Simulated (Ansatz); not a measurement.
**Si2H5+ (triplet): wave-function methods side by side, cc-pVDZ**

An exercise on one series of results from a longer session: the logs are not shown, and one member is left open.

Method: cc-pVDZ, core rule «outside noble gas», up to 10 orbitals frozen; program: Ansatz 0.2.0, Gaussian basis.

To be run: UHF; CCSD(T) on ROHF; CCSD(T) on UHF; BCCD(T) on ROHF; CISD; CCSDT(Q) on ROHF; CCSDT(Q) on UHF.

4 further runs of the same task are left out: 4 set aside as unsound or not needed.

### The system

The geometry is a PBE0/def2-TZVP stationary point (not a proven minimum) of the parent state, kept for this charge and spin.

7 atoms, charge 1, spin multiplicity 3.

Atoms are counted from 1 here; the program's logs count them from 0.

Bond lengths: Si1–Si2 2.326 Å, Si1–H3 1.487 Å, Si1–H4 1.487 Å, Si1–H5 1.490 Å, Si2–H6 1.489 Å, Si2–H7 1.489 Å. Angles: Si2–Si1–H3 109.0°, Si2–Si1–H4 109.0°, Si2–Si1–H5 112.8°, H3–Si1–H4 109.0°, H3–Si1–H5 108.5°, H4–Si1–H5 108.5°, Si1–Si2–H6 114.6°, Si1–Si2–H7 114.6°, H6–Si2–H7 109.9°.

Set-up of the first run:

File in.yaml:

```yaml
crystal:
  periodic: [false, false, false]
  atoms:
    - {symbol: Si, position_ang: [-0.030510, 0.000000, 1.138318]}
    - {symbol: Si, position_ang: [0.069566, 0.000000, -1.185054]}
    - {symbol: H, position_ang: [0.662773, -1.210670, 1.652385]}
    - {symbol: H, position_ang: [0.662773, 1.210671, 1.652384]}
    - {symbol: H, position_ang: [-1.427985, 0.000001, 1.655104]}
    - {symbol: H, position_ang: [-0.492916, -1.218619, -1.828798]}
    - {symbol: H, position_ang: [-0.492916, 1.218618, -1.828799]}
basis:
  gaussian: {orbitals: cc-pVDZ}
total_charge: 1
magnetization: {spin_polarized: true, initial_magnetization: 2}
hamiltonian: {xc: hf}
output: {orbitals: {seedname: orbitals}}
```

Started as:

```console
> ansatz run in.yaml --threads 1 --pin off --events-out ev --progress --plain --max-ram 2816MiB --backend cpu
```

Steps of the session up to this table: UHF; CCSD(T) on ROHF; CCSD(T) on UHF; BCCD(T) on ROHF; CISD; CCSDT(Q) on ROHF; CCSDT(Q) on UHF.

One table of the session follows, with a row left open; its other results are not shown here.

| method | from UCCSDT(Q) (kJ/mol) |
| --- | --- |
| ROHF | +603.3 |
| UHF | +596.3 |
| RMP2 | ? |
| UMP2 | +147.2 |
| CISD | +69.1 |
| RCCSD | +19.1 |
| UCCSD | +19.0 |
| RCCSD(T) | +4.5 |
| UCCSD(T) | +4.5 |
| BCCD(T) | +4.4 |
| RCCSDT | +0.4 |
| UCCSDT | +0.4 |
| RCCSDT(Q) | +0.1 |
| UCCSDT(Q) | 0 |

Estimate the missing values for RMP2.

As computed: from UCCSDT(Q) (kJ/mol): +147.7. In the column «from UCCSDT(Q) (kJ/mol)» it lies between UMP2 (+147.2) and UHF (+596.3).

Caveats from the session: Restricted and unrestricted rows rest on different reference determinants; where their highest levels disagree by more than a few hundredths of an eV, they describe different states and don't form one ladder.
